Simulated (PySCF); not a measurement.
Compound: 3-butynoic acid, C4H4O2.
Cartesian coordinates in Å at the GFN2-xTB level; atoms count from 1:
```xyz
10
C4H4O2 angstrom
C      2.1465   -0.6802    0.5121
C      1.2448    0.0068    0.1303
C      0.1262    0.8080   -0.3293
C     -1.0949   -0.0882   -0.3955
O     -1.4678   -0.6851   -1.3660
O     -1.7158   -0.1542    0.7865
H      2.9546   -1.2614    0.8419
H      0.3411    1.2010   -1.3248
H     -0.0558    1.6209    0.3760
H     -2.4700   -0.7629    0.7462
```

Theory: B3LYP/def2-SVPD in PySCF (dipole) on a GFN2-xTB geometry, gas phase.

Take the most abundant isotopes and a rigid rotor. The values belong to one conformer with, in the numbering `[CH:1]#[C:2][CH2:3][C:4](=[O:5])[OH:6]`, C2–C3–C4–O5 -93°, C3–C4–O6–H -177°.

What are A, B and C (cm⁻¹)?

Ia = 68.53, Ib = 211.26, Ic = 228.36 u·Å²; 505379 MHz·u·Å²/I gives 7375, 2392 and 2213 MHz, that is A = 0.24600, B = 0.07980, C = 0.07382 cm⁻¹.

Classify the top.

A near-prolate asymmetric top. Ray's parameter κ = (2B − A − C)/(A − C) = -0.931; −1 is the prolate and +1 the oblate limit.

What does the inertial defect say?

Not planar: Δ = Ic − Ia − Ib = -51.42 u·Å². For a rigid frame Δ = −2 Σ m c², so Σ m c² = 25.71 u·Å² lies off the ab plane: 7.06 from hydrogen and 18.65 from heavier atoms. The atom farthest from that plane is 1.70 Å away.

Give the other two planar moments, Paa and Pbb, and the rms extents of the mass along the axes.

Paa = Σ m a² = (Ib + Ic − Ia)/2 = 185.55 and Pbb = Σ m b² = (Ia + Ic − Ib)/2 = 42.82 u·Å². With the mass M = 84.02 u, the rms extents √(P/M) along a, b and c are 1.49, 0.71, 0.55 Å.

List the rotational levels J(Ka,Kc) to J = 3 (cm⁻¹).

Above 0(0,0):
J = 1: 1(0,1) 0.1536, 1(1,1) 0.3198, 1(1,0) 0.3258
J = 2: 2(0,2) 0.4607, 2(1,2) 0.6211, 2(1,1) 0.6390, 2(2,1) 1.1376, 2(2,0) 1.1378
J = 3: 3(0,3) 0.9209, 3(1,3) 1.0729, 3(1,2) 1.1087, 3(2,2) 1.5984, 3(2,1) 1.5992, 3(3,1) 2.4445, 3(3,0) 2.4445
The levels of one J sum to (2J + 1)J(J + 1)(A + B + C)/3.

Which types of transition are allowed, and where do some lines up to J = 3 fall?

The dipole components are |μa| = 0.29 D, |μb| = 1.54 D, |μc| = 0.69 D. Intensities carry the squares of the components, which stand as 0.04 : 1.00 : 0.20 (a : b : c). Some lines, for components of 0.1 D or more:

| type | branch | J(Ka,Kc) | MHz | lower level (cm⁻¹) |
| --- | --- | --- | --- | --- |
| c | Q | 1(1,1) ← 1(0,1) | 4982 | 0.154 |
| b | R | 1(1,1) ← 0(0,0) | 9588 | 0.000 |
| a | R | 3(1,2) ← 2(1,1) | 14082 | 0.639 |
| c | Q | 3(2,2) ← 3(1,2) | 14682 | 1.109 |
| b | Q | 3(2,1) ← 3(1,2) | 14705 | 1.109 |
| c | Q | 2(2,1) ← 2(1,1) | 14947 | 0.639 |
| b | Q | 3(2,2) ← 3(1,3) | 15757 | 1.073 |
| b | R | 3(1,3) ← 2(0,2) | 18352 | 0.461 |
| c | R | 2(2,1) ← 1(1,1) | 24517 | 0.320 |
| c | Q | 3(3,1) ← 3(2,1) | 25340 | 1.599 |
| b | Q | 3(3,0) ← 3(2,1) | 25340 | 1.599 |
| c | R | 3(2,1) ← 2(1,1) | 28787 | 0.639 |
| c | R | 3(2,2) ← 2(1,2) | 29301 | 0.621 |
| c | R | 3(3,0) ← 2(2,0) | 39175 | 1.138 |

Estimate the classical rotational partition function at 10 K, 50 K and 298.15 K.

Point group C1, symmetry number σ = 1; q = (√π/σ)·√((kT/h)³/(ABC)), k/h = 20836.6 MHz/K: 853 at 10 K, 9540 at 50 K, 139000 at 298.15 K.

No frequency check. These are rigid-rotor constants of the computed structure; measured ground-state constants (B0) also hold zero-point vibration.
